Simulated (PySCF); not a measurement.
Compound: C₂H₂FO (charge -1).
SMILES with atom numbers: `[CH2:1]=[C:2]([O-:3])[F:4]`

Geometry (PBE0-D3(BJ)/def2-SVP, Å), atoms numbered from 1 in this order:
```xyz
6
C2H2FO angstrom
C     -0.732   -0.010   -0.098
C      0.637   -0.115    0.020
O      1.464   -0.953   -0.314
F      1.184    1.026    0.685
H     -1.266    0.864    0.277
H     -1.283   -0.815   -0.590
```

Lines to be assigned: C 1s: 283.65 (area 1), 287.83 (area 1) eV; O 1s: 530.93 eV; F 1s: 685.96 eV.

The calculation used delta-SCF UKS SCAN, pcX-2 on the ionised atom, pcseg-1 elsewhere, spin-free X2C in PySCF 2.14.0. Geometry: PBE0-D3(BJ)/def2-SVP; no solvent, vibrations or thermal averaging.

(1) Which carbon gives which C 1s line?

Answers

(1) 283.65 eV: C1 (carbon bonded to C and 2 H); 287.83 eV: C2 (vinylic C–F carbon). Lowest listed C 1s: C1, bonded to C (double bond) and 2 H. Highest, 4.18 eV above it: C2, bonded to F, O and C (double bond). Summing the Pauling electronegativity differences to the bonded atoms, each weighted by its formal bond order, gives -0.70 for the lowest site and +2.32 for the highest.

Bonded neighbours of each site: C1: C (double bond) and 2 H; C2: F, O and C (double bond); O3: C; F4: C.

Question: Express the binding energy of O 1s of O3 in atomic units and per mole.

Answer: 530.93 eV = 19.5113 Eh = 51227 kJ/mol.

The unrestricted hole states depart most from a pure doublet (⟨S²⟩ = 0.75; over 0.85 named) for C 1s of C2 (0.94), which makes this value less certain. The species carries charge -1, so core ionisation leaves a neutral species. The basis sets have no added diffuse functions.
